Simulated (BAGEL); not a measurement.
# NO2F (nitryl fluoride): PBE0/cc-pVTZ (density fitting with cc-pvqz-jkfit)

What is the energy change on altering one bond length of NO2F (nitryl fluoride) at PBE0/cc-pVTZ (density fitting with cc-pvqz-jkfit)? 

The calculation is run with BAGEL 1.2.2.

### Step 1. The system as given

NO2F: 4 atoms, total charge 0, spin state singlet. SMILES: `O=[N+]([O-])F`. The coordinates come from a PBE0-D4/def2-TZVP relaxation.

Bond lengths: O1–N2 1.170 Å, N2–O3 1.170 Å, N2–F4 1.442 Å. Angles: O1–N2–O3 135.6°, O1–N2–F4 112.2°, O3–N2–F4 112.2°.

### Step 2. A single-point energy at PBE0/cc-pVTZ (density fitting with cc-pvqz-jkfit)

File dft.json:

```json
{ "bagel" : [

{
  "title" : "molecule",
  "basis" : "cc-pvtz.json",
  "df_basis" : "cc-pvqz-jkfit",
  "angstrom" : true,
  "geometry" : [
    { "atom" : "O", "xyz" : [    0.188290,    0.469930,    1.120250 ] },
    { "atom" : "N", "xyz" : [    0.079720,   -0.071800,    0.089140 ] },
    { "atom" : "O", "xyz" : [    0.476580,   -1.068680,   -0.376880 ] },
    { "atom" : "F", "xyz" : [   -0.744590,    0.670550,   -0.832510 ] }
  ]
},
{
  "title" : "ks",
  "xc_func" : "pbe0"
},
{
  "title" : "print",
  "file" : "orbitals.molden",
  "orbitals" : true
}

]}
```

The basis set cc-pVTZ is read from a file made from the Basis Set Exchange's data (not shown).

The run is started by

```console
$ BAGEL_NUM_THREADS=1 BAGEL dft.json > dft.out
```

Output:

```text
* using 1 threads per process

  ===============================================================
  ===============================================================

  *** Geometry ***

  { "atom" : "O", "xyz" : [      0.355817,      0.888039,      2.116966 ] },
  { "atom" : "N", "xyz" : [      0.150649,     -0.135682,      0.168450 ] },
  { "atom" : "O", "xyz" : [      0.900606,     -2.019513,     -0.712200 ] },
  { "atom" : "F", "xyz" : [     -1.407071,      1.267156,     -1.573216 ] },

  Number of auxiliary basis functions:      424

  Since a DF basis is specified, we compute 2- and 3-index integrals:
    o Being stored without compression. Storage requirement is 0.049 GB

  Number of basis functions:      120
  Number of electrons      :       32

    * METHOD: MOLECULE                             0.22

  *** Kohn-Sham DFT ***

    * Removing 6074 points whose weight is below 1.00e-10
    * Grid points: 53550

  === Nuclear Repulsion ===
   124.4765062625

       - DIIS with orbital gradients will be used.

  === KS iteration (pbe0 / cc-pvtz.json) ===
      0       -262.20170117          0.14740101           0.24
      1       -268.07344255          0.19920864           0.25
      2       -241.86226280          0.24270298           0.24
      3       -301.72611004          0.07144520           0.24
      4       -303.44884710          0.04540671           0.24
      5       -304.67290213          0.00661821           0.24
      6       -304.68293642          0.00621649           0.24
      7       -304.70267965          0.00162989           0.24
      8       -304.70461567          0.00021747           0.24
      9       -304.70463293          0.00008563           0.24
     10       -304.70463346          0.00007888           0.24
     11       -304.70463688          0.00001628           0.23
     12       -304.70463706          0.00000297           0.23
     13       -304.70463707          0.00000130           0.22
     14       -304.70463707          0.00000121           0.24
     15       -304.70463707          0.00000051           0.24
     16       -304.70463707          0.00000017           0.23
     17       -304.70463707          0.00000009           0.25
     18       -304.70463707          0.00000001           0.24
     19       -304.70463707          0.00000000           0.23
    * SCF iteration converged.

    * Permanent dipole moment:
           (   -0.063833,     0.057495,    -0.071377) a.u.

    * METHOD: KS                                   5.10

    * METHOD: PRINT                                0.04

  ===============================================================
```

Run time: 5.7 s. Hardware: 1 thread of Arm Neoverse V1, shared host; peak memory 0.33 GiB.

### Step 3. The distorted shape at the same level

File job.json:

```json
{ "bagel" : [

{
  "title" : "molecule",
  "basis" : "cc-pvtz.json",
  "df_basis" : "cc-pvqz-jkfit",
  "angstrom" : true,
  "geometry" : [
    { "atom" : "O", "xyz" : [    0.311961,    0.358556,    1.258525 ] },
    { "atom" : "N", "xyz" : [    0.203391,   -0.183174,    0.227415 ] },
    { "atom" : "O", "xyz" : [    0.600251,   -1.180054,   -0.238605 ] },
    { "atom" : "F", "xyz" : [   -0.744590,    0.670550,   -0.832510 ] }
  ]
},
{ "title" : "ks", "xc_func" : "pbe0" },
{ "title" : "print", "file" : "orbitals.molden", "orbitals" : true }

]}
```

The basis set cc-pVTZ is read from a file made from the Basis Set Exchange's data (not shown).

The run is started by

```console
$ BAGEL_NUM_THREADS=1 BAGEL job.json > job.out
```

Output:

```text
* using 1 threads per process

  ===============================================================
  ===============================================================

  *** Geometry ***

  { "atom" : "O", "xyz" : [      0.589521,      0.677573,      2.378268 ] },
  { "atom" : "N", "xyz" : [      0.384353,     -0.346149,      0.429752 ] },
  { "atom" : "O", "xyz" : [      1.134310,     -2.229979,     -0.450898 ] },
  { "atom" : "F", "xyz" : [     -1.407071,      1.267156,     -1.573216 ] },

  Number of auxiliary basis functions:      424

  Since a DF basis is specified, we compute 2- and 3-index integrals:
    o Being stored without compression. Storage requirement is 0.049 GB

  Number of basis functions:      120
  Number of electrons      :       32

    * METHOD: MOLECULE                             0.22

  *** Kohn-Sham DFT ***

    * Removing 5818 points whose weight is below 1.00e-10
    * Grid points: 53806

  === Nuclear Repulsion ===
   118.6414982302

       - DIIS with orbital gradients will be used.

  === KS iteration (pbe0 / cc-pvtz.json) ===
      0       -262.52337900          0.14284971           0.26
      1       -269.88612238          0.19369795           0.24
      2       -244.93224112          0.21514192           0.25
      3       -287.31457622          0.12865986           0.25
      4       -291.28633266          0.11059225           0.24
      5       -303.99231905          0.02534414           0.24
      6       -304.55847280          0.01430024           0.23
      7       -304.65101280          0.00798712           0.24
      8       -304.68654032          0.00250500           0.24
      9       -304.69123536          0.00094119           0.24
     10       -304.69167089          0.00015620           0.24
     11       -304.69168511          0.00003199           0.24
     12       -304.69168567          0.00002000           0.23
     13       -304.69168583          0.00001067           0.24
     14       -304.69168590          0.00000174           0.26
     15       -304.69168590          0.00000235           0.24
     16       -304.69168590          0.00000039           0.25
     17       -304.69168590          0.00000013           0.26
     18       -304.69168590          0.00000004           0.25
     19       -304.69168590          0.00000004           0.25
     20       -304.69168590          0.00000001           0.24
    * SCF iteration converged.

    * Permanent dipole moment:
           (   -0.345368,     0.311034,    -0.386153) a.u.

    * METHOD: KS                                   5.46

    * METHOD: PRINT                                0.04

  ===============================================================
```

Run time: 6 s. Hardware: 1 thread of Arm Neoverse V1, shared host; peak memory 0.33 GiB.

### Step 4. What came out

At PBE0/cc-pVTZ (density fitting with cc-pvqz-jkfit):

| quantity | value |
| --- | --- |
| first shape: total energy | -304.70464 Eh |
| first shape: dipole moment | 0.28 D |
| first shape: HOMO energy | -10.33 eV |
| first shape: LUMO energy | -2.42 eV |
| first shape: HOMO–LUMO gap | 7.91 eV |
| distorted shape: total energy | -304.69169 Eh |
| distorted shape: dipole moment | 1.54 D |
| distorted shape: HOMO energy | -10.67 eV |
| distorted shape: LUMO energy | -3.03 eV |
| distorted shape: HOMO–LUMO gap | 7.64 eV |
| energy change with the N2–F4 bond stretched from 1.442 to 1.659 Å | 0.352 eV |

With the N2–F4 bond stretched from 1.442 to 1.659 Å the energy rises by 0.35 eV (8.1 kcal/mol).
